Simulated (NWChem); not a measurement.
CH3 cation

```xyz
4

C      0.0000     0.0000     0.0000
H      0.7807     0.7807     0.0000
H      0.2858    -1.0664     0.0000
H     -1.0664     0.2858     0.0000
```
Atoms are numbered in this order, from 1.

All runs: NWChem. Pople sets run with spherical d functions. The geometry was optimised at PBE0/def2-SVP. Level: PBE0/6-31+G*; the question gives the wavelength of the field.

Q: Predict the results for field 589 nm. Quantities: isotropic polarisability (bohr³); anisotropy (bohr³).

A: 
| Quantity | Result |
|---|---|
| isotropic polarisability (bohr³) | 7.9 |
| anisotropy (bohr³) | 5.1 |
